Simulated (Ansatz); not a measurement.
```yaml
crystal:
  periodic: [false, false, false]
  atoms:
    - {symbol: W, position_ang: [0.000000, 0.000000, 0.000000]}
    - {symbol: F, position_ang: [0.000000, 0.000000, 2.020000]}
basis:
  gaussian: {orbitals: def2-TZVP}
total_charge: 1
hamiltonian: {xc: pbe0}
relax: {f_tol: 0.004, max_steps: 80}
```

```sh
$ ansatz run in.yaml --threads 1 --pin off --events-out ev --progress --plain --max-ram 2176MiB
```

Steps of the relaxation (energy above the last step; positions in Å, forces in eV/Å):

```
2
step 1, 1134.6 meV
W     0.000    0.000    0.000    0.000    0.000    5.728
F     0.000    0.000    2.020    0.000    0.000   -5.728
```

```
2
step 2, 2.9 meV
W     0.000    0.000    0.152    0.000    0.000   -0.527
F     0.000    0.000    1.868    0.000    0.000    0.527
```

```
2
step 3, 0.7 meV
W     0.000    0.000    0.144    0.000    0.000    0.241
F     0.000    0.000    1.876    0.000    0.000   -0.241
```

```
2
step 4, 0.0 meV
W     0.000    0.000    0.146    0.000    0.000    0.002
F     0.000    0.000    1.874    0.000    0.000   -0.002
```

Close pairs at the end: W1–F2 1.728 Å.

A stationary point of restricted PBE0 after 4 steps (its stability towards spin polarisation wasn't tested). 25 s on 1 thread of Arm Neoverse V1, shared host.
